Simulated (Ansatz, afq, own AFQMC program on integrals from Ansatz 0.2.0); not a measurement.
**SiGeC, singlet → SiGeC⁺, doublet**

```yaml
atoms:
  - { symbol: C, position_ang: [0.0000, 0.0000, 0.0276] }
  - { symbol: Ge, position_ang: [0.0000, 0.0000, -1.7401] }
  - { symbol: Si, position_ang: [0.0000, 0.0000, 1.7125] }
```

Connectivity, by distances: Ge–C–Si.

E(doublet, charge +1) − E(singlet, charge +0) at this geometry, on RHF and UHF determinants.

Basis cc-pVDZ. Only valence electrons are correlated. Ansatz 0.2.0 and our own AFQMC program on the same integrals; the CISD trial comes from CCSD amplitudes, and released means the phaseless constraint is let go. Error bars are statistical, one sigma. No spin–orbit coupling. The errors of all members are added in quadrature.

No full CI on the walks' own integrals is used here; CCSDT(Q) serves as the reference and is uncertain by about the last step of the cluster series. Each member takes its own surest rung, up to full CI.

Errors are counted within cc-pVDZ, not against nature.

Cautions: inner d shell frozen; no relativity below Rb; no spin-orbit coupling; SiGeC (singlet): (T) is large, 7 % of the CCSD correlation, the released energies are still falling, so no released level is given (meV from the phaseless value at times in 1/Eh: -14 ± 5 at 0.24, -23 ± 4 at 0.51, -32 ± 4 at 0.99, -38 ± 4 at 1.62, -42 ± 4 at 2.40), though the last usable value meets CCSDTQ within the noise, its ph-AFQMC/CISD value lies 40 ± 6 meV above CCSDTQ; SiGeC⁺ (doublet): the released energies are still falling, so no released level is given (meV from the phaseless value at times in 1/Eh: -4 ± 3 at 0.24, -12 ± 4 at 0.51, -10 ± 4 at 0.99, -17 ± 4 at 1.62, -22 ± 4 at 2.40), though the last usable value meets CCSDT(Q) within the noise, its ph-AFQMC/CISD value lies 16 ± 5 meV above CCSDT(Q).

| level | vertical ionization energy (kcal/mol) |
| --- | --- |
| HF | 169.1 |
| MP2 | 208.0 |

Task: From these cheaper values, estimate the vertical ionization energy at the reference level in cc-pVDZ.

Result: 202.6 kcal/mol (CCSDT(Q) in cc-pVDZ).

```csv
level,vertical ionization energy (kcal/mol),error against CCSDT(Q) (kcal/mol)
CCSD,196.6,-6.0
CCSD(T),202.4,-0.2
CCSDT,201.9,-0.8
ph-AFQMC/CISD,202.1 ± 0.2,-0.6 ± 0.2
```

Correlation beyond CCSD(T) adds 0.2 kcal/mol. The perturbative (T) step is worth +5.8 kcal/mol.

A walk keeps the symmetry of its determinant, which the program's search chose and which needn't be the lowest solution, so a lower state of the same spin and another symmetry isn't excluded.
